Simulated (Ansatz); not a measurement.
# C2H2: the cost of one run

The runs use Ansatz 0.2.0, Gaussian basis; PBE0-D4/def2-TZVP structures, single points in def2-TZVPP, no counterpoise correction.

Levels: SPW92, PBE-D4, BLYP-D4, r2SCAN-D4, B97M-V, PBE0-D4, B3LYP-D4, r2SCAN0-D4, BHLYP-D4, CAM-B3LYP-D4, wB97X-V, wB97M-V, B2PLYP, PBE-QIDH, RPA on PBE, Hartree-Fock, MP2, CCSD, CCSD(T).

Cores are frozen in the correlated methods. Orbitals are unrestricted. B3LYP uses VWN-RPA correlation. B2PLYP carries no dispersion term here.

40 further runs of the same task are left out: 40 set aside as unsound or not needed.

## Step 1: The system as given

The complex: 6 atoms, charge 0, spin multiplicity 2.

Atoms are counted from 1 here; the program's logs count them from 0.

Bond lengths: C1–C2 1.201 Å, C1–H4 1.065 Å, C2–H5 1.065 Å, S3–H6 1.343 Å. Angles: C2–C1–H4 179.5°, C1–C2–H5 179.5°.

Coordinates:

```xyz
6
charge 0, multiplicity 2
C    -1.1027    0.1135    0.1741
C    -0.4346    0.9875   -0.3082
S     1.3821   -1.3181   -0.4775
H    -1.7018   -0.6586    0.5976
H     0.1506    1.7656   -0.7401
H     1.7064   -0.8900    0.7540
```

Its parts: C₂H₂ holds atoms 1, 2, 4, 5; HS radical holds atoms 3, 6. Each part counts its atoms afresh in its own runs.

## Step 2: Relaxing C₂H₂ alone

relax-a/in.yaml

```yaml
crystal:
  periodic: [false, false, false]
  atoms:
    - {symbol: C, position_ang: [-1.102670, 0.113548, 0.174112]}
    - {symbol: C, position_ang: [-0.434591, 0.987536, -0.308151]}
    - {symbol: H, position_ang: [-1.701787, -0.658613, 0.597632]}
    - {symbol: H, position_ang: [0.150629, 1.765629, -0.740142]}
basis:
  gaussian: {orbitals: def2-TZVP}
hamiltonian: {xc: pbe0, dispersion: d4}
relax: {f_tol: 0.005, max_steps: 200}
```

Started as:

```
$ ansatz run in.yaml --threads 2 --pin off --events-out ev --progress --plain --max-ram 4352MiB
```

**Question.** How long does this run take on 2 threads of Intel Xeon 6975P-C, shared host?

About 1.2 s.
